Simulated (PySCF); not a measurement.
## Si2: a composite coupled-cluster calculation

State: triplet, unpaired electrons π ↑↑. De refers to Si + Si. ROHF-based CCSD(T) in PySCF 2.14 with Si cc-pV(T+d)Z and Si cc-pV(Q+d)Z (frozen core orbitals: 10; no relativity). Correlation energies are extrapolated as n⁻³ (n = 3, 4), Hartree–Fock as (n+1)·exp(−9√n). CV is the change on freezing 2 orbitals instead, in Si cc-pwCVTZ. SR is the spin-free X2C energy in Si cc-pVTZ-DK less the non-relativistic one in Si cc-pVTZ.

| Level | Re (Å) | ωe (cm⁻¹) | ωexe (cm⁻¹) | αe (cm⁻¹) | De (eV) |
| --- | --- | --- | --- | --- | --- |
| CCSD(T)/TZ | 2.2625 | 511.4 | 1.92 | 0.00127 | 3.074 |
| CCSD(T)/QZ | 2.2542 | 514.8 | 1.95 | 0.00128 | 3.205 |
| HF/CBS | 2.2185 | 572.5 | 1.56 | 0.00106 | 1.957 |
| MP2/CBS | 2.2430 | 526.7 | 2.03 | 0.00128 | 3.264 |
| CCSD/CBS | 2.2358 | 537.4 | 1.82 | 0.00121 | 3.109 |
| CCSD(T)/CBS | 2.2489 | 518.5 | 1.96 | 0.00129 | 3.295 |
| CCSD(T)/CBS+CV | 2.2428 | 519.6 | 1.96 | 0.00130 | 3.305 |
| CCSD(T)/CBS+CV+SR | 2.2427 | 518.5 | 1.96 | 0.00130 | 3.298 |

Problem. How much is left between CCSD(T)/QZ and the basis-set limit, and how much do the triples give at the limit?

Solution. CCSD(T)/CBS less CCSD(T)/QZ: -5.3 mÅ in Re, +3.7 cm⁻¹ in ωe and +0.090 eV in De. CCSD(T)/CBS less CCSD/CBS: +13.1 mÅ in Re, -18.9 cm⁻¹ in ωe and +0.186 eV in De.

Problem. What do the later terms add?

Solution. CV: -6.1 mÅ in Re, +1.1 cm⁻¹ in ωe and +0.010 eV in De; SR: -0.1 mÅ in Re, -1.1 cm⁻¹ in ωe and -0.007 eV in De, each against the row above.

The T1 diagnostic is 0.021. The state was picked by a PBE0 search and need not be the measured ground state. Spin–orbit coupling, excitations beyond (T) and corrections to the Born–Oppenheimer picture are left out.

The whole job (state search and all basis sets along the bond) took about 33 min on 4 threads of Arm Neoverse V2 (shared host), peak memory 11 GiB.
